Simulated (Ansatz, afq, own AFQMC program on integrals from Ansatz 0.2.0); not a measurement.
## BH2⁺, triplet in cc-pVDZ, levels against full CI

```
atom   x (Å)    y (Å)    z (Å)
   B  0.0000  -0.0800   0.0000
   H  0.0000   0.4291  -1.0770
   H  0.0000   0.4291   1.0770
```

Basis cc-pVDZ. Only valence electrons are correlated. AFQMC by an in-house program on the Cholesky factors that Ansatz 0.2.0 writes for its CCSD(T) run. ph-AFQMC/CISD is guided by a CISD state made of CCSD amplitudes; releasing the constraint for a short imaginary time cuts its bias at the price of noise, slowly where states lie close. Free projection: walkers drawn from exp(T), propagated without any constraint. Its projection time is finite, and what remains of the start isn't in its error. Error bars are statistical, one sigma.

Determinant: UHF, the one that the program's search chose, which needn't be the lowest solution. The geometry is a PBE0/def2-TZVP stationary point of this or a neighbouring charge and spin state.

Full CI on the same integrals is exact in this basis and with this determinant's frozen core.

Cautions: lower spins were not checked; the ph-AFQMC/CISD walk drifts between its halves (2.6 errors).

The T1 diagnostic is 0.0173. The weight of the determinant in the CISD state is 0.952. The ⟨S²⟩ of the determinant is 2.021 and the size of the correlated space is 4 electrons in 23 orbitals.

```json
{"level": "MP2", "correlation energy (eV)": "-1.1911"}
{"level": "CCSD", "correlation energy (eV)": "-1.7002"}
{"level": "CCSD(T)", "correlation energy (eV)": "-1.7274"}
```

Q: Estimate where free-projection AFQMC lies against CCSD(T) on the same integrals.

A: 0.38 ± 0.01 mEh below CCSD(T).

Reference: full CI, correlation energy -1.738 eV. The released energy is read at 2.40 1/Eh (meV from the phaseless value at times in 1/Eh: -1.0 ± 0.4 at 0.24, -2.4 ± 0.4 at 0.51, -3.7 ± 0.3 at 0.99, -4.5 ± 0.4 at 1.62, -5.1 ± 0.4 at 2.40).

```json
{"level": "CCSD(T)", "E − E(reference) (mEh)": "0.37", "share of correlation (%)": "99.42"}
{"level": "CCSDT", "E − E(reference) (mEh)": "0.02", "share of correlation (%)": "99.98"}
{"level": "CCSDT(Q)", "E − E(reference) (mEh)": "0.00", "share of correlation (%)": "99.99"}
{"level": "ph-AFQMC/HF", "E − E(reference) (mEh)": "3.85 ± 0.31", "share of correlation (%)": "93.97"}
{"level": "ph-AFQMC/CISD", "E − E(reference) (mEh)": "0.22 ± 0.01", "share of correlation (%)": "99.66"}
{"level": "released AFQMC", "E − E(reference) (mEh)": "0.03 ± 0.01", "share of correlation (%)": "99.95"}
{"level": "free AFQMC", "E − E(reference) (mEh)": "0.00 ± 0.01", "share of correlation (%)": "100.01"}
```

CCSDT and higher add their correlation energy to the determinant of the CCSD(T) run, since their own runs factorise the integrals more tightly (a shift of under 2 meV). Free projections are given only where their last times agree within the noise and don't stop above the reference; a slow remainder of the start can still hide under it. A walk keeps the symmetry of its determinant, which the program's search chose and which needn't be the lowest solution, so a lower state of the same spin and another symmetry isn't excluded. Released energies are given only where the last usable release times agree within the noise; a slower fall can still hide under it.
